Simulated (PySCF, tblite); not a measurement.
# C3H2NS radical: geometry, infrared bands and EPR parameters

What infrared bands and EPR parameters should C3H2NS radical (`[c]1nccs1`) show?

Computed with tblite 0.8.0 and PySCF 2.14.0, with density-fitted response routines of our own, on a single molecule in the gas phase. Atoms count from 0, in the outputs and in this text.

### 1 The molecule as given

7 atoms, charge 0, multiplicity 2; geometry from: force field or distance geometry start.

Bonds of the start (Å): C0–N1 1.32, N1–C2 1.32, C2–C3 1.40, C3–S4 1.71, S4–C0 1.60, C2–H5 1.11, C3–H6 1.08.

### 2 Geometry optimisation with GFN2-xTB

Job settings and geometry (Å):

```
{"job": {"kind": "relax", "xc": "GFN2-xTB", "basis": "xTB"}, "charge": 0, "multiplicity": 2}
C      1.693400    -0.332300     0.281400
N      0.687800    -1.134700     0.592100
C     -0.507100    -0.610200     0.406700
C     -0.408000     0.685900    -0.103000
S      1.244700     1.104900    -0.263200
H     -1.499800    -1.072200     0.586800
H     -1.207700     1.363500    -0.357000
```

The run is started by

```bash
OMP_NUM_THREADS=1 python probes_run.py task.json out
```

One launch serves the whole session: the jobs run in the order shown.

The log of the run:

```text
step      E/eV     max force
  0    -366.67174    4.882
  1    -366.99167    2.261
  2    -367.02725    0.888
  3    -367.03907    0.454
  4    -367.05246    0.287
  5    -367.05518    0.187
  6    -367.05692    0.118
  7    -367.05789    0.135
  8    -367.05863    0.074
  9    -367.05887    0.054
 10    -367.05899    0.044
 11    -367.05911    0.046
 12    -367.05920    0.041
 13    -367.05925    0.018
 14    -367.05926    0.007
```

Wall time 0.15 s (1 thread of Intel Xeon at 2.50GHz, shared host).

Relaxation path:

```
step  energy from step 0 (eV)  largest force (eV/Å)
   0                   0.0000                4.8820
   1                  -0.3199                2.2607
   2                  -0.3555                0.8883
   3                  -0.3673                0.4538
   4                  -0.3807                0.2866
   5                  -0.3834                0.1873
   6                  -0.3852                0.1185
   7                  -0.3861                0.1348
   8                  -0.3869                0.0743
   9                  -0.3871                0.0545
  10                  -0.3872                0.0436
  11                  -0.3874                0.0463
  12                  -0.3875                0.0410
  13                  -0.3875                0.0182
  14                  -0.3875                0.0073
```

Distances of close pairs at the start and the end, largest changes first:

| bond | before (Å) | after (Å) | change (Å) |
| --- | --- | --- | --- |
| C0–S4 | 1.601 | 1.715 | +0.114 |
| C0–N1 | 1.323 | 1.253 | -0.071 |
| N1–C2 | 1.318 | 1.364 | +0.046 |
| C2–C3 | 1.396 | 1.357 | -0.039 |
| C2–H5 | 1.110 | 1.074 | -0.036 |
| C3–S4 | 1.712 | 1.742 | +0.030 |
| C3–H6 | 1.079 | 1.071 | -0.007 |

The next job starts from the end point, and lists it.

### 3 Vibrational analysis with GFN2-xTB

Job settings and geometry (Å):

```
{"job": {"kind": "ir", "xc": "GFN2-xTB", "basis": "xTB"}, "charge": 0, "multiplicity": 2}
C      1.655233    -0.404735     0.310504
N      0.689228    -1.147284     0.601356
C     -0.524714    -0.565100     0.384121
C     -0.428765     0.698213    -0.102804
S      1.244179     1.150017    -0.285392
H     -1.423796    -1.111828     0.599562
H     -1.208031     1.385620    -0.363464
```

The log of the run:

```text
mode    cm-1     km/mol
  1     393.9      0.03
  2     526.6      4.35
  3     559.6     21.18
  4     677.8     17.07
  5     761.3      8.03
  6     785.6     49.52
  7     803.2      4.94
  8     839.5      6.04
  9    1038.3      1.65
 10    1107.2     13.47
 11    1243.1     11.53
 12    1459.7      6.99
 13    1622.9    114.20
 14    3135.8      4.16
 15    3169.8      4.42
```

It took 0.34 s on 1 thread of Intel Xeon at 2.50GHz, shared host.

Which atoms move in the most intense modes:

```csv
cm⁻¹,km/mol,atoms
560,21.2,"S4 40 %, N1 27 %, C0 19 %"
678,17.1,"S4 27 %, C2 26 %, C3 20 %, N1 16 %"
761,8.0,"H6 84 %, C3 15 %"
786,49.5,"C0 60 %, S4 17 %"
1107,13.5,"H5 64 %, N1 17 %"
1243,11.5,"C2 44 %, N1 21 %, H5 12 %, C3 11 %"
1460,7.0,"C2 48 %, C3 43 %"
1623,114.2,"C0 52 %, N1 44 %"
```

### 4 EPR parameters: B3LYP/pcH-1

The job, as its differences from that of step 3:

```diff
@@ -1,2 +1,2 @@
-{"job": {"kind": "ir", "xc": "GFN2-xTB", "basis": "xTB"}, "charge": 0, "multiplicity": 2}
+{"job": {"kind": "epr", "basis": "pcH-1"}, "charge": 0, "multiplicity": 2}
 C      1.655233    -0.404735     0.310504
```

With the program's defaults for keys left out, this is: UKS B3LYP, pcH-1 on C H N S, non-relativistic, mean-field spin-orbit, GIAO.

The log of the run:

```text
UKS, coarse grid
  cycle   1  E = -568.34885237  |g| = 2.49e-01
  cycle   2  E = -568.26845578  |g| = 4.76e-01
  cycle   3  E = -568.37035729  |g| = 9.91e-02
  cycle   4  E = -568.37432388  |g| = 3.49e-02
  cycle   5  E = -568.37492959  |g| = 1.10e-02
  cycle   6  E = -568.37500538  |g| = 4.47e-03
  cycle   7  E = -568.37501969  |g| = 3.17e-03
  cycle   8  E = -568.37502961  |g| = 1.13e-03
  cycle   9  E = -568.37503196  |g| = 4.36e-04
UKS, final grid
  cycle   1  E = -568.37503233  |g| = 4.71e-04
  cycle   2  E = -568.37503220  |g| = 8.14e-04
  cycle   3  E = -568.37503254  |g| = 1.93e-04
  cycle   4  E = -568.37503257  |g| = 1.05e-04
  cycle   5  E = -568.37503260  |g| = 6.59e-05
  cycle   6  E = -568.37503261  |g| = 1.59e-05
E = -568.37503261 Eh   <S^2> = 0.7563 (exact 0.7500)
g shifts (ppm)      1          2          3
  rmc          -206       -206       -206
  gc              9         32       -108
  oz_so       -5771          3        818
  total       -5967       -171        505
hyperfine (MHz)  atom isotope    a_iso     a_fc   dipolar eigenvalues
    0   13C     727.47     727.81    -55.95    -39.43     95.38
    1   14N     104.01     104.08     -9.02     -3.33     12.35
    2   13C     109.38     109.35     -7.57     -4.73     12.30
    3   13C      -9.49      -9.47     -9.91      1.25      8.66
    4   33S      74.10      74.11    -16.79    -13.25     30.04
    5    1H      -5.70      -5.71     -4.37     -3.00      7.37
    6    1H       3.50       3.51     -3.77      0.83      2.94
```

It took 48 s on 1 thread of Intel Xeon at 2.50GHz, shared host; peak memory 0.62 GiB.

Principal g values 1.99635, 2.00215, 2.00282; g(iso) = 2.00044, against 2.00232 for a free electron.

Hyperfine couplings, nucleus by nucleus at this fixed geometry (no averaging over rotations):

```
nuclei  isotope  a(iso) (MHz)  a(iso) (G, at g = 2.0023)  largest dipolar term (MHz)
    C0      13C         727.5                      259.6                        95.4
    C2      13C         109.4                       39.0                        12.3
    N1      14N         104.0                       37.1                        12.4
    S4      33S          74.1                       26.4                        30.0
    C3      13C          -9.5                       -3.4                        -9.9
    H5       1H          -5.7                       -2.0                         7.4
    H6       1H           3.5                        1.3                        -3.8
```

Mulliken spin populations:

| atom | value (e) |
| --- | --- |
| C0 | 0.77 |
| N1 | 0.09 |
| C2 | 0.07 |
| C3 | 0.00 |
| S4 | 0.07 |
| H5 | 0.00 |
| H6 | 0.00 |

In first order the couplings over 0.8 MHz of 14N, 1H give 12 distinct lines over 77.5 G.

Orbitals, density, ELF and potential are computed afterwards from the orbital file.

ELF in a plane through or near 7 of the atoms.

Ten even steps from ' ' (0.00) to '@' (1.00):
```
                                                        
                ..::....                                
            ..--++****++--..                            
          ..==**%%@@%%%%**--      ..::::..              
          ::++%%@@@@@@%%##==    ..++##%%**::            
          ::++##%%==..::++++::::**@@@@@@@@##::          
          ..--++**==%%**--##****%%@@@@@@@@@@==          
            ..==**::::..**%%==::==@@@@@@@@**::          
      ::--==++**##%%##++==++::++::++**++--..            
    --**%%@@@@##--==++::  ::%%%%%%**::                  
    ==##%%@@@@++##..**==::::****##++::                  
    --##%%@@%%##--##%%**####::==::####++--              
    ..++****++++++##----==%%==--%%@@@@@@@@**..          
      ..........==%%%%**####--**@@@@@@@@@@%%::          
              ::++%%@@@@%%++  ::##@@@@@@@@**..          
              ..==##%%%%##--    ..++%%##==              
                ::++****==::      ..::::                
                    ....                                
                                                        
                                                        
```
The map spans 8.6 Å across and 7.9 Å up, centred on the molecule. Atoms in the plane (x, y in Å): C0 (-1.7, -0.2), N1 (-0.8, -1.1), C2 (0.4, -0.7), C3 (0.5, 0.7), S4 (-1.1, 1.4), H5 (1.3, -1.4), H6 (1.4, 1.3).

log10 of the density (e/Å³) in the same plane.

Ten even steps from '0' (-4.0) to '9' (1.9):
```
0000000111111100000000000000
0000012223332221100000000000
0001123344444332222110000000
0001234455555433333322100000
0002334556665544444432110000
0012344567776655555543210000
0012345568987666667554321000
0123345567777677776554321000
0123455667666678766543211000
1234456677665677765433210000
1234556787766677765433210000
1224456677777789766543210000
0123445567897777776543210000
0112334556777666666543210000
0001233445666555555443210000
0000122344554433444322100000
0000012233444333333221000000
0000000122222211111100000000
0000000000010000000000000000
0000000000000000000000000000
```
The map spans 8.6 Å across and 7.9 Å up, centred on the molecule. Atoms in the plane (x, y in Å): C0 (-1.7, -0.2), N1 (-0.8, -1.1), C2 (0.4, -0.7), C3 (0.5, 0.7), S4 (-1.1, 1.4), H5 (1.3, -1.4), H6 (1.4, 1.3).

On the surface of density 0.002 e/bohr³ the electrostatic potential runs, from the 1st to the 99th percentile, from -1.31 V near N1 to 1.41 V near H6.

The spin density lies nearest to C0 65 %; N1 13 %; S4 11 %.

### 5 Results

```
                                 quantity                  value
strongest single infrared mode (GFN2-xTB)  1623 cm⁻¹, 114 km/mol
             zero-point energy (GFN2-xTB)          25.9 kcal/mol
                           g(iso) (B3LYP)                2.00044
                                     ⟨S²⟩     0.756 (exact 0.75)
                           largest a(iso)   13C on C0, 727.5 MHz
    surface potential, 1st and 99th percentile     -1.31 V and 1.41 V
```

The optimisation took 14 steps and gained 0.388 eV; among the close pairs (by a distance rule), C0–S4 changed most, from 1.601 to 1.715 Å. No mode is imaginary among the 15: a minimum at this level. The strongest single mode, at 1623 cm⁻¹, moves mainly C0 and N1. GFN2-xTB is a fitted tight-binding method: band positions and strengths are rough. Its intensities can rank the bands wrongly. C0 carries the largest spin population, 0.77 e. The isotropic g lies 1.9 ppt below the free-electron value.
